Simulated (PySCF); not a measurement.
Several molecules and their computed UV-vis stick spectra, shuffled. Method used: PySCF 2.14.0, density-fitted response routines, TDDFT CAM-B3LYP/def2-SVPD, vertical, gas phase, core orbitals frozen in the response. Geometries: GFN2-xTB; one conformer of each isolated species. Triplets are in the Tamm–Dancoff approximation.

A. `[SiH3]C[C@@H]1C=C1Cl`
B. `FC(F)(F)F`
C. `C=C1C[SiH](Cl)C1`
D. `C[P@@]1(=O)C=C(F)CC1`
E. `ClC/C=C1/C[SiH2]1`

Lowest singlet levels (six at most, fewer where fewer were computed) with oscillator strengths:

1. 189 nm (f 0.233); 182 nm (f 0.001); 180 nm (f 0.013); 171 nm (f 0.001); 169 nm (f 0.003); 164 nm (f 0.013); T1 4.17 eV
2. 238 nm (f 0.001); 203 nm (f 0.073); 196 nm (f 0.480); 188 nm (f 0.062); 187 nm (f 0.043); 184 nm (f 0.008); T1 3.95 eV
3. 101 nm (f 0.000 summed over 3 states); 92 nm (f 0.415 summed over 3 states) [of 8 roots; the last level is left out, as the window may have cut its degenerate partner]; T1 12.03 eV
4. 191 nm (f 0.033); 182 nm (f 0.004); 173 nm (f 0.177); 168 nm (f 0.038); 164 nm (f 0.055); 161 nm (f 0.026); T1 4.46 eV
5. 202 nm (f 0.053); 198 nm (f 0.047); 186 nm (f 0.009); 178 nm (f 0.004); 173 nm (f 0.008); 165 nm (f 0.044); T1 4.01 eV

**Question.** Match each spectrum to its molecule.

**Answer.** 1 = C, 2 = E, 3 = B, 4 = D, 5 = A.
- A: S1 at 6.13 eV, HOMO→LUMO (69%), HOMO-1→LUMO (23%); Löwdin shares by element: HOMO carbon 62% or more, chlorine 18% (atoms not listed hold the other 20%); LUMO carbon 62% or more, chlorine 14%, hydrogen 9% or more; HOMO -8.51 and LUMO 0.85 eV.
- B: S1 at 12.23 eV, HOMO-2/HOMO-1/HOMO→LUMO (≥94%); Löwdin shares by element: HOMO (one of a set within 0.03 eV) fluorine 100%; LUMO carbon 51%, fluorine 37% or more; HOMO -14.40 and LUMO 1.24 eV; point group Td, 3 of its 6 listed states under f = 0.0005.
- C: S1 at 6.56 eV, HOMO→LUMO (92%); Löwdin shares by element: HOMO carbon 83% (atoms not listed hold the other 17%); LUMO carbon 34% or more, silicon 11%, chlorine 10% (atoms not listed hold the other 45%); HOMO -8.58 and LUMO 0.83 eV; point group Cs.
- D: S1 at 6.51 eV, HOMO→LUMO (71%), HOMO-1→LUMO (9%); Löwdin shares by element: HOMO oxygen 39%, carbon 24% or more, phosphorus 11% (atoms not listed hold the other 27%); LUMO carbon 63% or more (atoms not listed hold the other 37%); HOMO -9.08 and LUMO 0.59 eV.
- E: S1 at 5.21 eV, HOMO→LUMO (88%); Löwdin shares by element: HOMO carbon 57% or more, silicon 26% (atoms not listed hold the other 16%); LUMO carbon 46% or more, chlorine 14%, silicon 9% (atoms not listed hold the other 31%); HOMO -8.80 and LUMO 0.22 eV.
C and D have S1 within 0.06 eV of each other; their strongest listed levels stand at 6.56 eV (f 0.233) and 7.18 eV (f 0.177).

A slash joins orbitals within 0.01 eV of each other, whose weights are summed (≥ marks a lower bound).
